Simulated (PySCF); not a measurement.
Point groups of optimised structures. Theory: PBE0/pcSseg-1 in PySCF (dipole) on a GFN2-xTB geometry, gas phase. The symmetry is that of the one conformer found, every atom within 0.08 Å of its image; none is proved a minimum here.

Point group, rotor type and polarity of `c1ccoc1` (furan)?

C2v; asymmetric top; symmetry number 2; 4 operations, which sort the 9 atoms into 5 sets; dipole 0.59 D, along a, the twofold axis; A, B, C = 9699, 9357, 4763 MHz.

`[OH:1][c:2]1[cH:3][cH:4][c:5]([F:6])[cH:7][cH:8]1` with H–O1–C2–C3 0°: symmetry, top, dipole?

Cs; asymmetric top; symmetry number 1; 2 operations, which sort the 13 atoms into 13 sets; dipole 2.12 D, in the ab plane, which is the mirror.

`[CH3:1][c:2]1[cH:3][cH:4][s:5][cH:6]1` with H–C1–C2–C3 59° (nearest H): symmetry, top, dipole?

Cs; asymmetric top; symmetry number 1; 2 operations, which sort the 12 atoms into 11 sets; dipole 0.95 D, in the ab plane, which is the mirror; A, B, C = 7063, 2474, 1853 MHz.
